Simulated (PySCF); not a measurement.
## Molecular orbitals of SiS⁺

BP86 at R = 2.087 Å; Si pcseg-1, S pcseg-1; no relativity (PySCF 2.14). State: ²Π (doublet), unpaired electrons π ↑. Only the outer orbitals are listed, counted within each symmetry.

```json
{"spin": "α", "orbital": "7σ", "occ.": "1", "ε (eV)": "-25.51", "on Si (%)": "14", "main shells (%)": "83 S s, 9 Si s"}
{"spin": "α", "orbital": "8σ", "occ.": "1", "ε (eV)": "-18.43", "on Si (%)": "62", "main shells (%)": "61 Si s, 23 S p, 15 S s"}
{"spin": "α", "orbital": "3π", "occ.": "1", "ε (eV)": "-15.29", "on Si (%)": "13", "main shells (%)": "87 S p, 12 Si p"}
{"spin": "α", "orbital": "3π", "occ.": "1", "ε (eV)": "-14.30", "on Si (%)": "17", "main shells (%)": "82 S p, 16 Si p"}
{"spin": "α", "orbital": "9σ", "occ.": "1", "ε (eV)": "-14.16", "on Si (%)": "59", "main shells (%)": "40 S p, 29 Si p, 28 Si s"}
{"spin": "α", "orbital": "4π", "occ.": "0", "ε (eV)": "-10.63", "on Si (%)": "87", "main shells (%)": "87 Si p, 12 S p"}
{"spin": "α", "orbital": "4π", "occ.": "0", "ε (eV)": "-10.21", "on Si (%)": "83", "main shells (%)": "83 Si p, 16 S p"}
{"spin": "α", "orbital": "10σ", "occ.": "0", "ε (eV)": "-6.57", "on Si (%)": "85", "main shells (%)": "78 Si p, 21 S p"}
{"spin": "β", "orbital": "7σ", "occ.": "1", "ε (eV)": "-24.69", "on Si (%)": "17", "main shells (%)": "80 S s, 11 Si s"}
{"spin": "β", "orbital": "8σ", "occ.": "1", "ε (eV)": "-18.12", "on Si (%)": "61", "main shells (%)": "61 Si s, 21 S p, 17 S s"}
{"spin": "β", "orbital": "9σ", "occ.": "1", "ε (eV)": "-13.99", "on Si (%)": "58", "main shells (%)": "41 S p, 31 Si p, 26 Si s"}
{"spin": "β", "orbital": "3π", "occ.": "1", "ε (eV)": "-13.98", "on Si (%)": "20", "main shells (%)": "79 S p, 19 Si p"}
{"spin": "β", "orbital": "3π", "occ.": "0", "ε (eV)": "-13.70", "on Si (%)": "23", "main shells (%)": "77 S p, 22 Si p"}
{"spin": "β", "orbital": "4π", "occ.": "0", "ε (eV)": "-10.15", "on Si (%)": "80", "main shells (%)": "80 Si p, 19 S p"}
{"spin": "β", "orbital": "4π", "occ.": "0", "ε (eV)": "-10.06", "on Si (%)": "78", "main shells (%)": "77 Si p, 22 S p"}
```

**Question.** Which are the highest filled and the lowest empty level, where do they sit, and how wide is the gap?

**Answer.** Highest filled β 3π at -13.98 eV (in %: 79 S p, 19 Si p); lowest empty β 3π at -13.70 eV (in %: 77 S p, 22 Si p); the gap at BP86 is 0.28 eV. Both belong to one degenerate shell, split only by its one-sided filling, so this is no excitation gap.

The bond order (Mayer) is 1.62. The ⟨S²⟩ is 0.754 and the charge on Si (Mulliken, basis-dependent) is 0.79. The charge on Si (Löwdin, basis-dependent) is 0.73. The dipole moment (positive dipole points towards S; it is taken about the centre of mass and depends on that origin) is -2.40 D.

The state was picked by a PBE0 search and need not be the measured ground state.
